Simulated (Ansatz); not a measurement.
Two shapes of singlet CHO(+).

Shape 1:

```xyz
3

H    -0.0401   -0.0069   -1.5971
C    -0.0324   -0.0041   -0.5528
O    -0.0338   -0.0322    0.6073
```

Shape 2:

```xyz
3

H     0.0000    0.0000   -1.4961
C     0.0000    0.0000   -0.4738
O     0.0000    0.0000    0.5423
```

Basis set: cc-pVTZ (spherical functions). Frozen core: 2 orbitals. Charge 1, multiplicity 1.

Computed with Ansatz (development build ahead of 0.2.0); each method stands on the lowest determinant of its kind that the runs found.

Which shape is lower in energy, and by how much in each method?

| method | E(2) − E(1) (eV) |
| --- | --- |
| RHF | -0.070 |
| RHF-MP2 | 0.807 |

The methods disagree on the order. Caution: no unrestricted run beside it, a lower state can exist.
